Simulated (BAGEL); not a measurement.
# CH6OSi (SMILES CO[SiH3]): levels of theory compared

Aim: a comparison of 4 runs (B3LYP/6-31G*, B3LYP/def2-SVPD, PBE0/def2-SVPD, RI-MP2/def2-SVPD) of CH6OSi. 

The results are computed with BAGEL 1.2.2.

### Step 1. The structure to begin with

CH6OSi: 9 atoms, total charge 0, spin state singlet. As SMILES, `CO[SiH3]`. The coordinates come from a PBE0-D4/def2-TZVP relaxation.

Bond lengths: C1–O2 1.408 Å, O2–Si3 1.642 Å, C1–H4 1.096 Å, C1–H5 1.091 Å, C1–H6 1.096 Å, Si3–H7 1.481 Å, Si3–H8 1.490 Å, Si3–H9 1.490 Å. Some angles: C1–O2–Si3 122.4°, O2–C1–H4 111.5°, O2–C1–H5 108.3°, O2–C1–H6 111.5°, O2–Si3–H7 106.5°, O2–Si3–H8 110.9°, O2–Si3–H9 110.9°, H4–C1–H5 108.4°, H4–C1–H6 108.5°, H5–C1–H6 108.4°.

### Step 2. A single-point energy at B3LYP/6-31G(d) (density fitting with qzvpp-jkfit, spherical functions) (run 1)

Input file input.json:

```json
{ "bagel" : [

{
  "title" : "molecule",
  "basis" : "6-31gs.json",
  "df_basis" : "qzvpp-jkfit",
  "angstrom" : "true",
  "geometry" : [
    { "atom" : "C", "xyz" : [   -0.416000,    1.012400,   -0.799700 ] },
    { "atom" : "O", "xyz" : [    0.634800,    0.132000,   -0.477800 ] },
    { "atom" : "Si", "xyz" : [    0.510500,   -0.985900,    0.718500 ] },
    { "atom" : "H", "xyz" : [   -1.314300,    0.468400,   -1.115000 ] },
    { "atom" : "H", "xyz" : [   -0.089800,    1.647800,   -1.624600 ] },
    { "atom" : "H", "xyz" : [   -0.677700,    1.654100,    0.050000 ] },
    { "atom" : "H", "xyz" : [    1.799300,   -1.713900,    0.749100 ] },
    { "atom" : "H", "xyz" : [   -0.611700,   -1.929000,    0.449700 ] },
    { "atom" : "H", "xyz" : [    0.253300,   -0.332200,    2.032900 ] }
  ]
},
{
  "title" : "ks",
  "xc_func" : "b3lyp"
},
{
  "title" : "print",
  "file" : "orbitals.molden",
  "orbitals" : "true"
}

]}
```

The basis set 6-31G* is read from a file made from the Basis Set Exchange's data (not shown).

Run with:

```console
$ BAGEL_NUM_THREADS=1 BAGEL input.json > input.out
```

Log:

```text
* using 1 threads per process

  ===============================================================
  ===============================================================

  *** Geometry ***

  { "atom" : "C", "xyz" : [     -0.786126,      1.913159,     -1.511214 ] },
  { "atom" : "O", "xyz" : [      1.199598,      0.249444,     -0.902911 ] },
  { "atom" : "Si", "xyz" : [      0.964705,     -1.863081,      1.357768 ] },
[... 5 lines of this table left out ...]
  { "atom" : "H", "xyz" : [      0.478668,     -0.627767,      3.841624 ] },

  Number of auxiliary basis functions:      388

  Since a DF basis is specified, we compute 2- and 3-index integrals:
    o Being stored without compression. Storage requirement is 0.010 GB

  Number of basis functions:       58
  Number of electrons      :       34

    * METHOD: MOLECULE                             0.10

  *** Kohn-Sham DFT ***

    * Removing 15139 points whose weight is below 1.00e-10
    * Grid points: 119015

  === Nuclear Repulsion ===
   118.2123950346

       - DIIS with orbital gradients will be used.

  === KS iteration (b3lyp / 6-31gs.json) ===
      0       -381.74111709          0.18747873           0.26
      1       -382.06185244          0.13854953           0.23
      2       -374.46859249          0.24528166           0.23
[... 16 lines of this table left out ...]
     19       -406.44373386          0.00000000           0.23
    * SCF iteration converged.

    * Permanent dipole moment:
           (    0.424293,    -0.183514,    -0.043496) a.u.

    * METHOD: KS                                   5.17

    * METHOD: PRINT                                0.00

  ===============================================================
```

Run time: 5.7 s. Hardware: 1 thread of Intel Xeon 6975P-C (Granite Rapids), shared host; peak memory 0.34 GiB.

### Step 3. The energy at B3LYP/def2-SVPD (density fitting with qzvpp-jkfit) (run 2)

Input file input.json:

```json
{ "bagel" : [

{
  "title" : "molecule",
  "basis" : "def2-svpd.json",
  "df_basis" : "qzvpp-jkfit",
  "angstrom" : true,
  "geometry" : [
    { "atom" : "C", "xyz" : [      -0.416000,       1.012400,      -0.799700 ] },
    { "atom" : "O", "xyz" : [       0.634800,       0.132000,      -0.477800 ] },
    { "atom" : "Si", "xyz" : [       0.510500,      -0.985900,       0.718500 ] },
    { "atom" : "H", "xyz" : [      -1.314300,       0.468400,      -1.115000 ] },
    { "atom" : "H", "xyz" : [      -0.089800,       1.647800,      -1.624600 ] },
    { "atom" : "H", "xyz" : [      -0.677700,       1.654100,       0.050000 ] },
    { "atom" : "H", "xyz" : [       1.799300,      -1.713900,       0.749100 ] },
    { "atom" : "H", "xyz" : [      -0.611700,      -1.929000,       0.449700 ] },
    { "atom" : "H", "xyz" : [       0.253300,      -0.332200,       2.032900 ] }
  ]
},

{
  "title" : "ks",
  "xc_func" : "b3lyp"
},

{
  "title" : "print",
  "file" : "orbitals.molden",
  "orbitals" : true
}

]}
```

The basis set def2-SVPD is read from a file made from the Basis Set Exchange's data (not shown).

Run with:

```console
$ BAGEL_NUM_THREADS=1 BAGEL input.json > input.out
```

Log:

```text
* using 1 threads per process

  ===============================================================
  ===============================================================

  *** Geometry ***

  { "atom" : "C", "xyz" : [     -0.786126,      1.913159,     -1.511214 ] },
  { "atom" : "O", "xyz" : [      1.199598,      0.249444,     -0.902911 ] },
  { "atom" : "Si", "xyz" : [      0.964705,     -1.863081,      1.357768 ] },
[... 5 lines of this table left out ...]
  { "atom" : "H", "xyz" : [      0.478668,     -0.627767,      3.841624 ] },

  Number of auxiliary basis functions:      388

  Since a DF basis is specified, we compute 2- and 3-index integrals:
    o Being stored without compression. Storage requirement is 0.041 GB

  Number of basis functions:      115
  Number of electrons      :       34

    * METHOD: MOLECULE                             0.13

  *** Kohn-Sham DFT ***

    * Removing 15139 points whose weight is below 1.00e-10
    * Grid points: 119015

  === Nuclear Repulsion ===
   118.2123950346

       - DIIS with orbital gradients will be used.

  === KS iteration (b3lyp / def2-svpd.json) ===
      0       -379.53811939          0.12209351           0.44
      1       -369.88694444          0.12821554           0.43
      2       -379.49200737          0.11003013           0.44
[... 13 lines of this table left out ...]
     16       -406.29962815          0.00000000           0.44
    * SCF iteration converged.

    * Permanent dipole moment:
           (    0.398227,    -0.185265,    -0.027680) a.u.

    * METHOD: KS                                   8.06

    * METHOD: PRINT                                0.01

  ===============================================================
```

Run time: 8.4 s. Hardware: 1 thread of Intel Xeon 6975P-C (Granite Rapids), shared host; peak memory 0.6 GiB.

Run 3 isn't shown in full; the table further down has it.

### Step 4. The energy at RI-MP2/def2-SVPD (density fitting with qzvpp-jkfit) (run 4)

Input file calc.json:

```json
{ "bagel": [

{
  "title": "molecule",
  "basis": "def2-svpd.json",
  "df_basis": "qzvpp-jkfit",
  "angstrom": true,
  "geometry": [
    { "atom": "C", "xyz": [   -0.416000,    1.012400,   -0.799700 ] },
    { "atom": "O", "xyz": [    0.634800,    0.132000,   -0.477800 ] },
    { "atom": "Si", "xyz": [    0.510500,   -0.985900,    0.718500 ] },
    { "atom": "H", "xyz": [   -1.314300,    0.468400,   -1.115000 ] },
    { "atom": "H", "xyz": [   -0.089800,    1.647800,   -1.624600 ] },
    { "atom": "H", "xyz": [   -0.677700,    1.654100,    0.050000 ] },
    { "atom": "H", "xyz": [    1.799300,   -1.713900,    0.749100 ] },
    { "atom": "H", "xyz": [   -0.611700,   -1.929000,    0.449700 ] },
    { "atom": "H", "xyz": [    0.253300,   -0.332200,    2.032900 ] }
  ]
},
{
  "title": "hf"
},
{
  "title": "mp2",
  "ncore": 7
}

]}
```

The basis set def2-SVPD is read from a file made from the Basis Set Exchange's data (not shown).

Run with:

```console
$ BAGEL_NUM_THREADS=1 BAGEL calc.json > calc.out
```

Log:

```text
* using 1 threads per process

  ===============================================================
  ===============================================================

  *** Geometry ***

  { "atom" : "C", "xyz" : [     -0.786126,      1.913159,     -1.511214 ] },
  { "atom" : "O", "xyz" : [      1.199598,      0.249444,     -0.902911 ] },
  { "atom" : "Si", "xyz" : [      0.964705,     -1.863081,      1.357768 ] },
[... 5 lines of this table left out ...]
  { "atom" : "H", "xyz" : [      0.478668,     -0.627767,      3.841624 ] },

[... 23 lines left out ...]
    * SCF iteration converged.
[... 1 line left out ...]
    * Permanent dipole moment:
[... 2 lines left out ...]
    * METHOD: HF                                   0.68

  *** RHF ***

  === Nuclear Repulsion ===
   118.2123950346

      * DIIS with orbital gradients will be used.

  === RHF iteration (def2-svpd.json) ===
      0       -405.00501402          0.00000000           0.04
    * SCF iteration converged.

    * Permanent dipole moment:
           (    0.446195,    -0.188280,    -0.050603) a.u.

  === DF-MP2 calculation ===

    * freezing 7 orbitals
    * 3-index integral transformation done
    * assembly done

      MP2 correlation energy:   -0.4531468428      0.03

      MP2 total energy:       -405.4581608604

    * METHOD: MP2                                  0.14

  ===============================================================
```

It took 1.1 s on 1 thread of Intel Xeon 6975P-C (Granite Rapids), shared host.

### Step 5. Overview of the runs

| run | level | frozen core orbitals | energy (Eh) | dipole moment (D) | HOMO energy (eV) | LUMO energy (eV) | wall time |
| --- | --- | --- | --- | --- | --- | --- | --- |
| 1 | B3LYP/6-31G* (density fitting with qzvpp-jkfit, spherical functions) | – | -406.443734 | 1.18 | -7.67 | 0.56 | 5.7 s |
| 2 | B3LYP/def2-SVPD (density fitting with qzvpp-jkfit) | – | -406.299628 | 1.12 | -7.98 | 0.00 | 8.4 s |
| 3 | PBE0/def2-SVPD (density fitting with qzvpp-jkfit) | – | -406.015369 | 1.11 | -8.21 | 0.24 | 8.1 s |
| 4 | RI-MP2/def2-SVPD (density fitting with qzvpp-jkfit) | 7 | -405.458161 | – | – | – | 1.1 s |

### Step 6. Outcome

| quantity | value |
| --- | --- |
| run 4: total energy | -405.45816 Eh |
| run 4: correlation energy (7 core orbitals frozen) | -453.1 mEh |

Over runs 1, 2, 3 the dipole moment (its size) runs from 1.11 D (PBE0/def2-SVPD) to 1.18 D (B3LYP/6-31G*). The two ends differ in method and basis. Over runs 1, 2, 3 the HOMO–LUMO gap runs from 7.98 eV (B3LYP/def2-SVPD) to 8.45 eV (PBE0/def2-SVPD). Totals of different functionals can't be ranked against each other. All runs together took 23 s, the longest 8.4 s.
